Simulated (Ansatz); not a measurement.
For hexagonal-diamond Si (model structure), LDA (Ansatz, a program for electronic structure, PAW) gives:

- equilibrium lattice constant a = 3.802 Å
- lattice parameter c = 6.289 Å

### Question
What does HSE06 (plane waves, PAW; Ansatz) give for the same quantities?

### Answer

- lattice constant a: 3.833 Å (grows by 0.8 %)
- lattice parameter c: 6.327 Å (rises by 0.6 %)

Changes are worked out from the printed values.

Unless a cell is named, each level is at its own relaxed cell (LDA 19.68, HSE06 20.12 Å³/atom).

Ansatz's density-functional and Hartree–Fock values are scalar-relativistic unless marked +SOC, with PAW data made under PBE.

A model structure was made by putting elements into a prototype or built by hand; it is no filed structure, need not be a known phase, and can be a saddle point held by its symmetry.
